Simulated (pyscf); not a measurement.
Optimised with ωB97X-D3(BJ)/def2-SVP in PySCF.

### Question
Estimate by transition-state theory the rate constant of methane (CH₄) + [H₃C–AlH]• -> H₃C–AlH–CH₃ + H atom (H•) (doublet surface; C–H broken, Al–C formed) at 600 K, with ωB97M-D3(BJ)/def2-TZVP energies (ideal gas, 1 atm, RRHO with modes under 100 cm⁻¹ raised to 100, one conformer, R ln 2 for chiral ones without a mode under 150 cm⁻¹; no tunnelling).

### Answer
The electronic barrier is 47.4 kcal/mol and the thermal terms add +14.2, so ΔG‡ = 61.6 kcal/mol. With k_BT/h = 1.25e+13 s⁻¹ and RT = 1.192 kcal/mol, and a volume of 8.18e-20 cm³ per molecule at 1 atm, k = 3.8e-29 cm³ molecule⁻¹ s⁻¹. Wigner's tunnelling factor for 1821i cm⁻¹ would be 1.79, likely too low at so high a frequency. A shift of 1 kcal/mol in the barrier changes k by a factor 2.3. This is the saddle that the search found; another between the same sides may lie lower. The angle at the attacked C is 156°.
